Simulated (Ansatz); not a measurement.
```yaml
crystal:
  periodic: [false, false, false]
  atoms:
    - {symbol: F, position_ang: [2.055461, -0.771588, -0.820475]}
    - {symbol: C, position_ang: [0.762883, -0.258586, -1.017916]}
    - {symbol: C, position_ang: [-0.066716, -0.743503, 0.032761]}
    - {symbol: C, position_ang: [-1.052177, 0.245551, 0.669599]}
    - {symbol: S, position_ang: [0.459636, 1.136027, 0.765118]}
    - {symbol: H, position_ang: [-2.054447, 0.507512, 0.770661]}
basis:
  gaussian: {orbitals: def2-TZVPD}
hamiltonian: {xc: {name: PBEsol}, dispersion: d3bj}
relax: {f_tol: 0.001, max_steps: 3}
output: {forces: true}
```

```sh
$ ansatz run in.yaml --threads 2 --pin off --events-out ev --progress --plain --max-ram 4352MiB
```

Shortened log:

```
Functional definition: PBEsol
1063 factors; their error is unknown
mean field evaluation 1: about -16609.6704 eV, gradient 7.8e1 eV
mean field evaluation 2: about -16454.7464 eV, gradient 2.3e2 eV
mean field evaluation 4: about -16607.3120 eV, gradient 7.3e1 eV
mean field evaluation 8: about -16626.1624 eV, gradient 7.8e-1 eV
mean field evaluation 16: about -16626.1423 eV, gradient 1.1e-2 eV
mean field -16626.14232262 eV, -610.9994607524 hartree, gradient 5.9e-6 eV, S^2 0.000000; 0 other end points of the search recorded, 0 dependent functions left out
reference -16626.14237723 eV, -610.9994627590 hartree; 22, 22 occupied and 184, 184 virtual orbitals, 1063 factors
relax step   1: F+E_penalty+E_count = -16626.19327645 eV  Δ(F+E_penalty+E_count) = +0.000e0 eV  max|allowed force component| = 6.356e0 eV/Å  Δτ_max = 0.0000 Å  (40 SCF iters, accepted)
1063 factors; their error is unknown
mean field evaluation 32: about -16626.9802 eV, gradient 3.9e-4 eV
mean field -16626.98022394 eV, -611.0302530580 hartree, gradient 2.0e-5 eV, S^2 0.000000; 0 other end points of the search recorded, 0 dependent functions left out
reference -16626.98027827 eV, -611.0302550544 hartree; 22, 22 occupied and 184, 184 virtual orbitals, 1063 factors
relax step   2: F+E_penalty+E_count = -16627.03084152 eV  Δ(F+E_penalty+E_count) = -8.376e-1 eV  max|allowed force component| = 2.379e0 eV/Å  Δτ_max = 0.1947 Å  (43 SCF iters, accepted)
1063 factors; their error is unknown
mean field -16627.15967178 eV, -611.0368476443 hartree, gradient 1.2e-5 eV, S^2 0.000000; 0 other end points of the search recorded, 0 dependent functions left out
reference -16627.15972603 eV, -611.0368496380 hartree; 22, 22 occupied and 184, 184 virtual orbitals, 1063 factors
relax step   3: F+E_penalty+E_count = -16627.21038401 eV  Δ(F+E_penalty+E_count) = -1.795e-1 eV  max|allowed force component| = 1.764e0 eV/Å  Δτ_max = 0.0604 Å  (36 SCF iters, accepted)
Error: geometry relaxation did not converge after 3 steps: max|allowed force component| = 1.76e0 eV/Å (threshold 1.0e-3). Raise `relax.max_steps` over both its present limit and 3, loosen `relax.f_tol`, or start from a geometry closer to equilibrium. Where this run's directory can be resumed (`checkpoint.write`), a resume goes on for up to `relax.max_steps` more
```

Task: Something in this input is off. What?

Result: The relaxation is allowed too few steps for its threshold. The calculation stopped without meeting its thresholds.
